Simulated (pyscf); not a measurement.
`[F][SiH2]` [doublet] + `[SiH4]` → `[F][SiH3]` + `[SiH3]` [doublet], a hydrogen abstraction (doublet surface; H–Si broken, H–Si formed). PySCF, gas phase, ωB97X-D3(BJ)/def2-SVP geometries. Correlated levels are frozen-core, on RHF or UHF. ΔMP2 is the change of the MP2 total energy from the triple- to the quadruple-zeta basis. Energies in kcal/mol from the separated reactants.

Small-basis levels: PySCF, no dispersion term, spherical d functions. Open shells are spin-unrestricted. 

In single points BP86/6-31G* puts the saddle at 4.8 kcal/mol and the reaction energy at -1.6 kcal/mol. Should these be trusted to within a few kcal/mol? Compare with CCSD(T)/def2-TZVPP + ΔMP2(QZVPP).

CCSD(T)/def2-TZVPP + ΔMP2(QZVPP) gives ΔE‡ = 10.5 kcal/mol and ΔE = -2.7 kcal/mol. BP86/6-31G* lies 5.8 kcal/mol under it in the barrier and 1.1 kcal/mol over it in the reaction energy, so on this step it does not hold to within 3.0 kcal/mol. CCSD(T)/def2-TZVPP + ΔMP2(QZVPP) has limits of its own. This is the saddle that the search found; another between the same sides may lie lower. The angle at the transferred H is 144°. The CCSD(T) − MP2 part came from Ansatz, without density fitting, on the same reference.
